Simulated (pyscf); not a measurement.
Optimised with ωB97X-D3(BJ)/def2-SVP in PySCF. MP2 and CC: frozen core, UHF for open shells. ΔMP2 is the change of the MP2 total energy from the triple- to the quadruple-zeta basis.

Task: methoxy (H₃C–O•) + hydroxyl (OH•) -> •O–OH + methyl (CH₃•)
Surface: triplet. Broken: C–O. Formed: O–O. Give ΔE‡ and ΔE from CCSD(T)/def2-TZVPP + ΔMP2(QZVPP), relative to the separated reactants.

Result: ΔE‡ = 47.6 kcal/mol, ΔE = +25.2 kcal/mol. Zero-point energy shifts the barrier by +1.4 kcal/mol. It is a substitution at O, with an imaginary mode of 1094i cm⁻¹. On the reactant side the descent ends in a complex, 5.6 kcal/mol under the separated species and 54.2 kcal/mol under the saddle at ωB97X-D3(BJ)/def2-TZVP. The same reactants have a lower exit, to H₂C=O + H• + OH• (no saddle counted: cutting one bond, which may have a small barrier of its own, costs +27.8 kcal/mol at ωB97M-D3(BJ), against +48.7 kcal/mol here). H₃C–O• + OH• also meet on a surface of lower spin, which isn't treated here. •O–OH + CH₃• also meet on a surface of lower spin, which isn't treated here. H₃C–O• lies 7.0 kcal/mol over its isomer •H₂C–OH (electronic energy, ωB97M-D3(BJ)). One saddle was located; it need not be the lowest between these sides. The angle at the attacked O is 162°. The CCSD(T) − MP2 part came from Ansatz, without density fitting, on the same reference. An open-shell T1 diagnostic exceeds 0.045. A UHF reference is spin-contaminated (<S²> up to 2.16), which harms MP2 most. Left out: the spin-orbit lowering of OH.
